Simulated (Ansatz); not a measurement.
Band gap of rock-salt GdN at several levels of theory

No measured value is used here.

| level (code) | value (eV) | cell (Å³/atom) |
|---|---|---|
| LDA (Ansatz) | 0.00 | 15.38 |
| BLYP (Ansatz) | 0.00 | 15.38 |
| PBEsol (Ansatz) | 0.00 | 15.38 |
| PBE-D4 (Ansatz) | 0.00 | 15.07 |
| rVV10 (Ansatz) | 0.00 | 15.70 |
| B3LYP (VWN-RPA form) (Ansatz) | 0.50 | 15.38 |
| Hartree–Fock (Ansatz) | 5.98 | 15.38 |

Computed values are for a static lattice. Levels without +SOC have no spin–orbit coupling; where heavier elements are present it shifts gaps, mostly down, and can invert bands. A gap of zero means that the bands touch or overlap; how far they overlap is not shown. Spin-polarised runs: LDA (parallel moments), BLYP (parallel moments), PBEsol (parallel moments), PBE-D4 (parallel moments), rVV10 (parallel moments), B3LYP (VWN-RPA form) (parallel moments), Hartree–Fock (parallel moments). LDA, BLYP, PBEsol, PBE-D4, rVV10: the 4f shell is treated without U or exact exchange, so its levels and filling can be wrong. PBE-D4, rVV10: the gap is read on the k mesh or supercell of the run alone and can be too large. B3LYP (VWN-RPA form), Hartree–Fock: the state of the 4f shell is in doubt. Values are at the measured cell; PBE-D4 at the level's own relaxed cell; rVV10 at the level's own relaxed cell. Cutoffs and k meshes differ between the levels. Ansatz's density-functional and Hartree–Fock values are scalar-relativistic unless marked +SOC, with PAW data made under PBE.

Ansatz is a quantum-chemistry and plane-wave program.
